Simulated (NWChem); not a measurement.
System: O3 anion, doublet

Here is an NWChem input.

```
start job
memory heap 200 mb stack 900 mb global 1100 mb
charge -1
geometry units angstroms noautosym nocenter noautoz
  O     -1.135102     0.000000    -0.238988
  O      0.000000     0.000000     0.477976
  O      1.135102     0.000000    -0.238988
end
basis spherical
  O library aug-cc-pvdz
end
dft
  odft
  mult 2
  xc pbe0
  iterations 150
end
cosmo
  do_cosmo_smd true
  solvent water
end
task dft energy
```

In the optimisation the excess spin sits in b2 (C2v, its own frame). The geometry was optimised at B3LYP/def2-SVPD, spin-unrestricted. No stability test was run on the SCF state. Solvent: water.

Level: PBE0/aug-cc-pVDZ with SMD (1 M gas to 1 M solution), gas-phase geometry. Reactions with the solvent are ignored.

Question: Predict the main results of this run. (PBE0/aug-cc-pVDZ, spin-unrestricted, SMD on the gas-phase geometry.) Quantities: solvation free energy (kcal/mol); cavity-dispersion-structure term (kcal/mol).

Answer: 
| Quantity | Result |
|---|---|
| solvation free energy (kcal/mol) | -76.3 |
| cavity-dispersion-structure term (kcal/mol) | 0.0 |
